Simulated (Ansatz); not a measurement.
Basis-set series for H$_{4}$P$_{2}$, SMILES `PP`. Charge 0, multiplicity 1. The structure was optimised at the PBE0-D4/def2-TZVP level.

| functional | basis | functions | energy (Eh) | HOMO (eV) | LUMO (eV) |
| --- | --- | --- | --- | --- | --- |
| PBE0-D4 | def2-SVP | 56 | -684.62072 | -6.84 | 0.22 |
| PBE0-D4 | def2-TZVPP | 140 | -684.86100 | -6.89 | -0.18 |
| ωB97M-V | def2-SVP | 56 | -684.81983 | -8.86 | 2.30 |
| ωB97M-V | def2-TZVPP | 140 | -685.06150 | -8.94 | 1.66 |

Q: Give the rows for def2-QZVPP. (An estimate is asked.)

A: Computed: 
| functional | basis | functions | energy (Eh) | HOMO (eV) | LUMO (eV) |
| --- | --- | --- | --- | --- | --- |
| PBE0-D4 | def2-QZVPP | 260 | -684.88274 | -6.91 | -0.33 |
| ωB97M-V | def2-QZVPP | 260 | -685.08219 | -8.95 | 1.31 |

Positive LUMOs are unbound and depend on the basis.
